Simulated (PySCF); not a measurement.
# 2,3-dihydrofuran (C4H6O): electronic excitations and core binding energies

Aim: predict the electronic excitations and core binding energies of 2,3-dihydrofuran (C4H6O) (`C1=COCC1`).

Computed with PySCF 2.14.0, with density-fitted response routines of our own, on a single molecule in the gas phase. Atoms are numbered from 0 throughout.

## 1. The starting structure

11 atoms, charge 0, multiplicity 1; geometry from: GFN2-xTB.

Bonds of the start (Å): C0–C1 1.32, C1–O2 1.36, O2–C3 1.43, C3–C4 1.54, C4–C0 1.50, C0–H5 1.07, C1–H6 1.07, C3–H7 1.09, C3–H8 1.09, C4–H9 1.09, C4–H10 1.09.

## 2. TDDFT and polarisability: B3LYP/def2-SVPD

The job: settings as JSON, then the geometry in Å.

```
{"job": {"kind": "uv", "xc": "B3LYP", "basis": "def2-SVPD", "nstates": 8, "ntriplets": 3}, "charge": 0, "multiplicity": 1}
C      0.842823    -0.828609     0.019601
C      1.347688     0.357859    -0.282384
O      0.443369     1.372011    -0.327115
C     -0.839407     0.819433    -0.021923
C     -0.640938    -0.688533     0.227960
H      1.370184    -1.756262     0.107669
H      2.360382     0.646562    -0.497000
H     -1.230162     1.341514     0.856619
H     -1.502113     1.018539    -0.869465
H     -1.208283    -1.299471    -0.477326
H     -0.938118    -0.980373     1.237400
```

Level: TDDFT B3LYP/def2-SVPD, vertical, gas phase, core orbitals frozen in the response.

**Question.** This job is followed by: delta-SCF UKS SCAN, pcX-2 on the ionised atom, pcseg-1 elsewhere, spin-free X2C. Predict these results of the whole session: lowest singlet (B3LYP/def2-SVPD); brightest single state of those computed; lowest triplet; C1s binding energies, SCAN/pcX-2; O1s binding energies, SCAN/pcX-2.

As calculated:

```
                                quantity                                          value
        lowest singlet (B3LYP/def2-SVPD)                    5.49 eV (226 nm), f = 0.007
brightest single state of those computed                    state 2, 6.11 eV, f = 0.132
                          lowest triplet                                        4.06 eV
        C1s binding energies, SCAN/pcX-2  C3 292.25, C1 291.72, C4 290.96, C0 289.90 eV
        O1s binding energies, SCAN/pcX-2                                   O2 538.68 eV
```

What this shows: The lowest singlet, at 5.49 eV, is HOMO→LUMO 0.98 and is weak; of the 8 states computed, the strongest absorption comes from state 2 at 6.11 eV. The lowest triplet lies 1.43 eV below the lowest singlet (triplets in Tamm-Dancoff, singlets in full TDDFT). States above −ε(HOMO) lie where TDDFT describes them poorly and they hang on the basis; the brightest is among them. C3 (sp3 CH2 bonded to O) binds its C1s electron 2.35 eV more tightly than C0 (β carbon of an enol-ether or enamine type C=C).
